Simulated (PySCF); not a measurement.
Compound: C5H7P.
InChI=1S/C5H7P/c1-2-5(1)6-3-4-6/h3-5H,1-2H2

Computed with TDDFT CAM-B3LYP/def2-SVPD, vertical, gas phase, core orbitals frozen in the response (PySCF). One conformer (not necessarily the lowest) at the GFN2-xTB geometry, without solvent, vibrations or thermal averaging. Torsions of this conformer, `[CH:1]1=[CH:2][P:3]1[CH:4]1[CH2:5][CH2:6]1`: C2–P3–C4–C5 -169°.

Broadening: Gaussians 0.5 eV wide at half height, area fixed by f = 4.319×10⁻⁹ ∫ε dν̃. The cross-section is σ = 3.8235×10⁻²¹ ε cm², given in Mb (10⁻¹⁸ cm²). The width is an assumption, not a result. The curve ends short of the highest state used, and states not computed would add to its high-energy end.

(E (eV), σ (Mb)): (4.46, 0.00), (4.50, 0.00), (4.54, 0.00), (4.58, 0.01), (4.62, 0.01), (4.66, 0.02), (4.70, 0.04), (4.74, 0.06), (4.78, 0.09), (4.82, 0.13), (4.86, 0.19), (4.90, 0.25), (4.94, 0.33), (4.98, 0.42), (5.02, 0.53), (5.06, 0.64), (5.10, 0.76), (5.14, 0.88), (5.18, 1.02), (5.22, 1.15), (5.26, 1.30), (5.30, 1.47), (5.34, 1.67), (5.38, 1.90), (5.42, 2.16), (5.46, 2.47), (5.50, 2.81), (5.54, 3.18), (5.58, 3.56), (5.62, 3.92), (5.66, 4.25), (5.70, 4.50), (5.73, 4.63), (5.77, 4.69), (5.81, 4.63), (5.85, 4.44), (5.89, 4.12), (5.93, 3.72), (5.97, 3.25), (6.01, 2.75), (6.05, 2.28), (6.09, 1.84), (6.13, 1.48), (6.17, 1.21), (6.21, 1.05), (6.25, 0.99), (6.29, 1.04), (6.33, 1.19), (6.37, 1.44), (6.41, 1.78), (6.45, 2.19), (6.49, 2.69), (6.53, 3.26), (6.57, 3.95), (6.61, 4.79), (6.65, 5.87)

Question: Where are the band maxima, and which computed states make them?

Answer: 215 nm (5.77 eV), ε about 1200, made up of S2 (12%) and S3 (87%) (ε in L mol⁻¹ cm⁻¹; maxima over ε = 5, shares over 10%). At its high-energy end, 6.65 eV, the curve is still rising (ε about 1500, from S4, S5 and S7). The states used: S1 5.21 eV (f 0.0034); S2 5.53 eV (f 0.0053); S3 5.81 eV (f 0.020); S4 6.62 eV (f 0.0096); S5 6.76 eV (f 0.0084); S6 7.07 eV (f 0.016); S7 7.20 eV (f 0.254); S8 7.25 eV (f 0.013).

Question: What would ε be at 5.77 eV, the highest of these maxima, with half the width (0.25 eV)?

Answer: About 2090 L mol⁻¹ cm⁻¹ against 1230, a factor of about 1.7; a lone state at its own centre would give exactly 2.

Question: Coming from long wavelengths, where does ε first pass 100 L mol⁻¹ cm⁻¹?

Answer: At about 250 nm (4.96 eV), 0.25 eV below S1.

Question: On this curve, what absorbance would a 10⁻³ mol/L sample give at 266 nm over a 1 cm path?

Answer: 266 nm is 4.661 eV, where ε is about 6.5 L mol⁻¹ cm⁻¹, so A = ε c l ≈ 0.0065 (Beer–Lambert, with the gas-phase spectrum and the assumed width).
